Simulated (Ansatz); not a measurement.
System: CdBr2 (R-3m, No. 166). Method: HSE06 (PAW; Ansatz, a program for electronic structure).

Numerical settings: plane-wave cutoff 500 eV, 6×6×6 k mesh, gaussian smearing 0.02 eV, scalar-relativistic PAW data made under PBE.

Cell (relaxed at this level):

```cif
data_Br6Cd3
_chemical_formula_sum 'Cd3 Br6'
_space_group_name_H-M_alt 'R-3m :H'
_space_group_IT_number 166
_space_group_name_Hall '-R 3 2"'
_cell_length_a 4.03530
_cell_length_b 4.03530
_cell_length_c 21.27287
_cell_angle_alpha 90.000
_cell_angle_beta 90.000
_cell_angle_gamma 120.000
loop_
_atom_site_label
_atom_site_type_symbol
_atom_site_symmetry_multiplicity
_atom_site_Wyckoff_symbol
_atom_site_fract_x
_atom_site_fract_y
_atom_site_fract_z
_atom_site_occupancy
Cd1 Cd 3 a 0.00000 0.00000 0.00000 1
Br1 Br 6 c 0.00000 0.00000 0.26064 1
```
(The calculation used a cell of 3 atoms; values per cell refer to that cell.)

Question: What does this level give for the band gap?

Answer: 
band gap: 4.21 eV (on the SCF k mesh)

Note: the cell comes from a level without a dispersion term, which matters for the spacing of layers, chains or molecules; the volume lies 19 % above that of the published cell; the cell has widely spaced layers and the level no dispersion term, so their spacing and the moduli can rest on weak binding.

Spin–orbit coupling is not included.
